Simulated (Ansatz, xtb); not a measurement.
**Relaxing a trial structure of H6NOSi+**

The starting geometry of this gas-phase singlet was built from a drawn formula by distance geometry and a force field; its bonds are those of `[OH2+][NH2+][SiH2-]`.

```xyz
9

N    -1.5507   -0.0732    1.2753
O    -1.9266   -1.3592    1.8919
Si   -0.7331   -0.3813   -0.3300
H    -2.5770   -1.3605    2.6795
H    -1.2433   -2.0984    1.9995
H    -0.8427    0.4383    1.8199
H    -2.2922    0.5356    1.0439
H     0.2224   -1.3648    0.1286
H    -1.7918   -1.0630   -0.9825
```

Predict what it relaxes into with r2SCAN-D4/def2-SVP.

It rearranges to `N[SiH2][OH2+]`. Contacts that open: N1–O2 (1.47 → 2.97 Å). Contacts that close: O2–Si3 (2.71 → 1.91 Å).

The energy falls by 6.48 eV over 25 steps:

```csv
step,E − E(last) (eV)
1,6.482
4,2.694
6,1.812
9,1.538
12,1.239
14,0.558
17,0.023
20,0.001
22,0.000
25,0.000
```

Final geometry (Å):

| atom | x (Å) | y (Å) | z (Å) |
| --- | --- | --- | --- |
| N | -1.2337 | 0.7415 | 0.9190 |
| O | -1.8128 | -2.0413 | 1.7639 |
| Si | -1.1633 | -0.8535 | 0.4203 |
| H | -2.7598 | -2.1866 | 1.9458 |
| H | -1.2845 | -2.3299 | 2.5312 |
| H | -0.4706 | 1.2239 | 1.3882 |
| H | -2.0258 | 1.3556 | 0.7436 |
| H | 0.1946 | -1.4194 | 0.3943 |
| H | -2.1791 | -1.2167 | -0.5801 |

From the same start GFN2-xTB reaches the same bonding as this run.

The end wasn't checked by frequencies. Run with Ansatz 0.2.0, 61 s on 1 thread of Arm Neoverse V2 (shared host).
